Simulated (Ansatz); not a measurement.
This Ansatz (a quantum-chemistry and plane-wave program) input (MP2/aug-cc-pVQZ) gives -76.57475 Eh with 206 basis functions.

Ansatz 0.2 input:
```yaml
crystal:
  periodic: [false, false, false]
  atoms:
    - {symbol: C, position_ang: [-0.00000000, -0.00000000, -0.48944061]}
    - {symbol: C, position_ang: [0.00000000, 0.00000000, 0.74906153]}
    - {symbol: H, position_ang: [-0.00000000, -0.00000000, -1.55772552]}
basis:
  gaussian:
    orbitals: aug-cc-pVQZ
total_charge: -1
magnetization: {spin_polarized: false}
correlation: {method: mp2, electrons: outside_noble_gas}
```

Change:
```diff
- orbitals: aug-cc-pVQZ
+ orbitals: aug-pcseg-3
```

Question: What does the run give now?

Answer: -76.56886 Eh (MP2/aug-pcseg-3, 219 functions), a change of +5.89 mEh.
